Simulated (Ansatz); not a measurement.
# C2H4NO: the cost of one run

All numbers below are computed with Ansatz 0.2.0 (RKS B3LYP-D4/def2-SVP).

## (1) The starting structure

Bond lengths: C1–O2 1.395 Å, O2–C3 1.442 Å, C3–N4 1.326 Å, C1–H5 1.100 Å, C1–H6 1.100 Å, C1–H7 1.100 Å, N4–H8 1.034 Å. Angles: C1–O2–C3 118.8°, O2–C1–H5 111.3°, O2–C1–H6 108.1°, O2–C1–H7 111.3°, H5–C1–H6 109.4°, H5–C1–H7 107.3°, H6–C1–H7 109.4°, O2–C3–N4 110.0°, C3–N4–H8 108.5°.

As a file:

```xyz
8

C    -0.1939    0.8889    0.5509
O     1.0137    0.2076    0.4010
C     1.0395   -0.9897   -0.4014
N    -0.1712   -1.2399   -0.8822
H    -0.9589    0.2486    1.0136
H    -0.0140    1.7654    1.1911
H    -0.5890    1.2202   -0.4204
H    -0.1262   -2.1010   -1.4524
```

## (2) End point A

The input, input.yaml:

```yaml
crystal:
  periodic: [false, false, false]
  atoms:
    - { symbol: C, position_ang: [-0.19388, 0.88889, 0.55088] }
    - { symbol: O, position_ang: [1.01369, 0.20756, 0.40096] }
    - { symbol: C, position_ang: [1.03947, -0.98972, -0.40142] }
    - { symbol: "N", position_ang: [-0.17121, -1.2399, -0.88223] }
    - { symbol: H, position_ang: [-0.95887, 0.24861, 1.01358] }
    - { symbol: H, position_ang: [-0.01403, 1.76542, 1.1911] }
    - { symbol: H, position_ang: [-0.589, 1.22015, -0.42045] }
    - { symbol: H, position_ang: [-0.12617, -2.10102, -1.45242] }
total_charge: -1
basis:
  gaussian: { orbitals: def2-SVP }
hamiltonian:
  xc: b3lyp
  dispersion: d4
relax:
  f_tol: 0.02
  max_steps: 50
```

Command:

```
> ansatz run input.yaml --threads 1 --pin off --max-ram 2048MiB --backend cpu --events-out ev --progress --plain --runs-dir out
```

**Question.** How long does this run take on 1 thread of Intel Xeon Platinum 8488C (Sapphire Rapids), shared host, and how much memory does it need?

About 13 s, with a peak of 0.18 GiB.
